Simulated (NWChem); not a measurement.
Everything below was run with NWChem. System: Si2, charge 0, spin multiplicity 3, displaced from the optimised geometry. The structure started from a generated list of species. Its SCF solution wasn't tested for a lower state. Level: UPBE/def2-SVP.

The NWChem input:

```
start mol
memory heap 200 mb stack 900 mb global 1100 mb
geometry units angstroms nocenter noautoz
  Si     0.000000     0.000000     1.172238
  Si     0.000000     0.000000    -1.172238
  symmetry group D2h
end
basis spherical
  * library def2-svp
end
dft
  xc xpbe96 cpbe96
  odft
  mult 3
  semidirect memsize 60000000 filesize 0
  iterations 100
  grid xcoarse
end
task dft gradient
```

Part of the output:

```
             Northwest Computational Chemistry Package (NWChem) 7.3.0
             --------------------------------------------------------

                                NWChem Input Module
                                -------------------

 Scaling coordinates for geometry "geometry" by  1.889725989
 (inverse scale =  0.529177249)

 Turning off AUTOSYM since
 SYMMETRY directive was detected!

                             Geometry "geometry" -> ""
                             -------------------------

 Output coordinates in angstroms (scale by  1.889725989 to convert to a.u.)

  No.       Tag          Charge          X              Y              Z
 ---- ---------------- ---------- -------------- -------------- --------------
    1 Si                  14.0000     0.00000000     0.00000000     1.17223800
    2 Si                  14.0000     0.00000000     0.00000000    -1.17223800

 Effective nuclear repulsion energy (a.u.)      44.2396257432

            Nuclear Dipole moment (a.u.)
            ----------------------------
        X                 Y               Z
 ---------------- ---------------- ----------------
     0.0000000000     0.0000000000     0.0000000000

      Symmetry information
      --------------------

 Group name             D2h
 Group number             26
 Group order               8
 No. of unique centers     1

      Symmetry unique atoms

     1


 Summary of "ao basis" -> "" (spherical)
 ------------------------------------------------------------------------------
       Tag                 Description            Shells   Functions and Types
 ---------------- ------------------------------  ------  ---------------------
 *                          def2-svp                  on all atoms

  pbe96 is a nonlocal functional; adding pw91lda local functional.

                                 NWChem DFT Module
                                 -----------------

 Summary of "ao basis" -> "ao basis" (spherical)
 ------------------------------------------------------------------------------
       Tag                 Description            Shells   Functions and Types
[...]
     2   2 0 0    -19.160327    -13.047989     -6.112338      0.000000
     2   1 1 0      0.000000     -0.000000      0.000000      0.000000
     2   1 0 1      0.000000      0.000000      0.000000      0.000000
     2   0 2 0    -19.160327    -13.047989     -6.112338      0.000000
     2   0 1 1      0.000000     -0.000000      0.000000      0.000000
     2   0 0 2    -24.166621    -85.366596    -76.200202    137.400178

            General Information
            -------------------
          SCF calculation type: DFT
          Wavefunction type:  spin polarized.
          No. of atoms     :     2
          No. of electrons :    28
           Alpha electrons :    15
            Beta electrons :    13
          Charge           :     0
          Spin multiplicity:     3
          Use of symmetry is: on ; symmetry adaption is: on
          Maximum number of iterations: 100
          AO basis - number of functions:    36
                     number of shells:    16
          Convergence on energy requested:  1.00D-06
          Convergence on density requested:  1.00D-05
          Convergence on gradient requested:  5.00D-04

              XC Information
              --------------
          PerdewBurkeErnzerhof Exchange Functional  1.000
            Perdew 1991 LDA Correlation Functional  1.000 local
           PerdewBurkeErnz. Correlation Functional  1.000 non-local

             Grid Information
             ----------------
          Grid used for XC integration:  xcoarse
          Radial quadrature: Mura-Knowles
          Angular quadrature: Lebedev.
          Tag              B.-S. Rad. Rad. Pts. Rad. Cut. Ang. Pts.
          ---              ---------- --------- --------- ---------
          Si                  1.10       42           8.0       194
          Grid pruning is: on
          Number of quadrature shells:    42
          Spatial weights used:  Erf1

          Convergence Information
          -----------------------
          Convergence aids based upon iterative change in
          total energy or number of iterations.
          Levelshifting, if invoked, occurs when the
          HOMO/LUMO gap drops below (HL_TOL):  1.00D-02
          DIIS, if invoked, will attempt to extrapolate
          using up to (NFOCK): 10 stored Fock matrices.

                    Damping( 0%)  Levelshifting(0.5)       DIIS
                  --------------- ------------------- ---------------
          dE  on:    start            ASAP                start
          dE off:    2 iters        100 iters           100 iters

      Screening Tolerance Information
      -------------------------------
          Density screening/tol_rho:  1.00D-10
          AO Gaussian exp screening on grid/accAOfunc:  14
          CD Gaussian exp screening on grid/accCDfunc:  20
          XC Gaussian exp screening on grid/accXCfunc:  20
          Schwarz screening/accCoul:  1.00D-08

                            NWChem DFT Gradient Module
                            --------------------------

  charge          =   0.00
  wavefunction    = open shell

  Using symmetry

                         DFT ENERGY GRADIENTS

    atom               coordinates                        gradient
                 x          y          z           x          y          z
   1 Si      0.000000   0.000000   2.215209    0.000000   0.000000   0.009736
   2 Si      0.000000   0.000000  -2.215209    0.000000   0.000000  -0.009736

                 ----------------------------------------
                 |  Time  |  1-e(secs)   |  2-e(secs)   |
                 ----------------------------------------
                 |  CPU   |       0.00   |       0.22   |
                 ----------------------------------------
                 |  WALL  |       0.00   |       0.22   |
                 ----------------------------------------

 Task  times  cpu:        0.9s     wall:        0.9s

 Total times  cpu:        0.9s     wall:        0.9s
```
